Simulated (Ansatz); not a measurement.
Zinc-blende BeTe was calculated with r²SCANh in Ansatz (PAW).

Settings: plane-wave cutoff 520 eV, 8×8×8 k mesh, Fermi–Dirac smearing 0.01 eV, scalar-relativistic PAW data made under PBE.

A third-order Birch–Murnaghan fit to the energies gives V0 = 22.513 Å³/atom, B0 = 60.5 GPa, B′ = 3.9.

| V (Å³/atom) | P (GPa) |
|---|---|
| 21.387 | [?] |
| 22.115 | 1.11 |
| 22.513 | 0.00 |
| 23.075 | [?] |
| 23.638 | -2.68 |

### Question
Estimate the withheld pressures from this fit; the answers are the runs' own values.

### Answer

- 21.387, P (GPa): 3.43
- 23.075, P (GPa): -1.42

The formula P = (3/2) B0 (x^(7/3) − x^(5/3)) [1 + (3/4)(B′ − 4)(x^(2/3) − 1)] with x = V0/V meets the computed pressures within 0.01 GPa when these rounded values are put in.

Measured, for comparison: bulk modulus 67 GPa (room temperature, not corrected to a static lattice; as tabulated in Elmahjoubi et al. (2023), arXiv:2303.01780); equilibrium volume per atom 22.26 Å³/atom (temperature not stated, not corrected to a static lattice; as tabulated in Bernardini et al. (2000), arXiv:cond-mat/0007180). Computed (rounded) less measured: bulk modulus -10 %, equilibrium volume per atom +1.1 %.

Spin–orbit coupling is not included.

Ansatz is an electronic-structure program.
